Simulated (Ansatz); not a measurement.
# SiS (SMILES [Si-]#[S+]): CAM-B3LYP/cc-pVTZ

Aim: the energy change on altering one bond length of SiS at CAM-B3LYP/cc-pVTZ, from 2 runs. 

The results are computed with Ansatz 0.2.0.

43 further runs of the same task are left out: 43 set aside as unsound or not needed.

## 1. The molecule

SiS has 2 atoms, charge 0, and is taken as a singlet. As SMILES, `[Si-]#[S+]`. The bond length is the measured one.

Bond lengths: Si1–S2 1.929 Å.

## 2. A single-point energy at CAM-B3LYP/cc-pVTZ

Contents of molecule.yaml:

```yaml
crystal:
  periodic: [false, false, false]
  atoms:
    - {symbol: Si, position_ang: [0.000000, 0.000000, 0.000000]}
    - {symbol: S, position_ang: [0.000000, 0.000000, 1.929321]}
basis:
  gaussian: {orbitals: cc-pVTZ}
hamiltonian: {xc: {name: CAM-B3LYP}}
accuracy: high
output: {orbitals: {seedname: orbitals}}
```

Command:

```
$ ansatz run molecule.yaml --threads 1 --pin off --max-ram 3480MiB --events-out events.jsonl --progress --plain --runs-dir runs
```

Output:

```text
Warning: RAYON_NUM_THREADS=1 ignored (pool sized by the plan → 1); use --threads N
Functional definition: CAM-B3LYP
  name "CAM-B3LYP"
  parameter alpha = 0.19
  parameter beta = 0.46
  parameter omega = 0.33/bohr
  parameter ac = 0.81
  exchange = (1 - alpha - beta)*b88_x + beta*b88_x_sr(omega) + alpha*exact_x + beta*exact_x_lr(omega)
  correlation = (1 - ac)*vwn5_c + ac*lyp_c
939 factors; integrals over basis functions are off by at most 3.3e-9 eV
267 factors; integrals over basis functions are off by at most 1.9e-9 eV
mean field evaluation 1: about -18712.6694 eV, gradient 2.1e1 eV
mean field evaluation 2: about -18710.4791 eV, gradient 3.5e1 eV
mean field evaluation 4: about -18714.2065 eV, gradient 8.3e-1 eV
mean field evaluation 8: about -18714.2095 eV, gradient 2.7e-2 eV
mean field evaluation 16: about -18714.2095 eV, gradient 5.0e-6 eV
mean field -18714.20948921 eV, -687.7345137818 hartree, gradient 4.4e-8 eV, S^2 0.000000; 0 other end points of the search recorded, 0 dependent functions left out
reference -18714.20950143 eV, -687.7345142308 hartree; 15, 15 occupied and 53, 53 virtual orbitals, 939 factors
Total energy: -18714.20950143 eV, -687.7345142308 hartree
```

It took 2.8 s on 1 thread of Arm Neoverse V1, shared host; peak memory 0.15 GiB.

## 3. The distorted shape at the same level

Contents of job.yaml:

```yaml
basis:
  gaussian:
    orbitals: cc-pVTZ
crystal:
  periodic: [false, false, false]
  atoms:
    - {symbol: Si, position_ang: [0.000000, 0.000000, -1.543479]}
    - {symbol: S, position_ang: [0.000000, 0.000000, 1.929321]}
hamiltonian:
  xc: {name: CAM-B3LYP}
accuracy: high
output: {orbitals: {seedname: orbitals}}
```

Command:

```
$ ansatz run job.yaml --threads 1 --pin off --max-ram 3480MiB --events-out events.jsonl --progress --plain --runs-dir runs
```

Output (excerpt; [...] marks lines left out):

```text
Warning: RAYON_NUM_THREADS=1 ignored (pool sized by the plan → 1); use --threads N
[... 2 set-up lines as earlier in the session ...]
[...]
861 factors; integrals over basis functions are off by at most 2.9e-9 eV
286 factors; integrals over basis functions are off by at most 1.7e-9 eV
[...]
mean field -18707.13915081 eV, -687.4746836378 hartree, gradient 2.8e-8 eV, S^2 0.000000; 4 other end points of the search recorded, 0 dependent functions left out
reference -18707.13916511 eV, -687.4746841634 hartree; 15, 15 occupied and 53, 53 virtual orbitals, 861 factors
Total energy: -18707.13916511 eV, -687.4746841634 hartree
```

It took 4.2 s on 1 thread of Arm Neoverse V1, shared host; peak memory 0.14 GiB.

## 4. Summary of results

Level: CAM-B3LYP/cc-pVTZ.

| quantity | value |
| --- | --- |
| first shape: total energy | -687.73451 Eh |
| first shape: HOMO energy | -9.30 eV |
| first shape: LUMO energy | -1.21 eV |
| first shape: HOMO–LUMO gap | 8.09 eV |
| distorted shape: total energy | -687.47468 Eh |
| distorted shape: HOMO energy | -7.12 eV |
| distorted shape: LUMO energy | -3.58 eV |
| distorted shape: HOMO–LUMO gap | 3.54 eV |
| energy change with the Si1–S2 bond stretched from 1.929 to 3.473 Å | 7.070 eV |

**Reading.** One bond (distorted shape) is far stretched, which a spin-restricted single reference describes badly; a broken-symmetry solution may lie lower. With the Si1–S2 bond stretched from 1.929 to 3.473 Å the energy rises by 7.07 eV (163 kcal/mol). The first shape isn't relaxed at this level, so the change isn't measured from a minimum. A restricted reference can't describe the breaking bond well at this length.
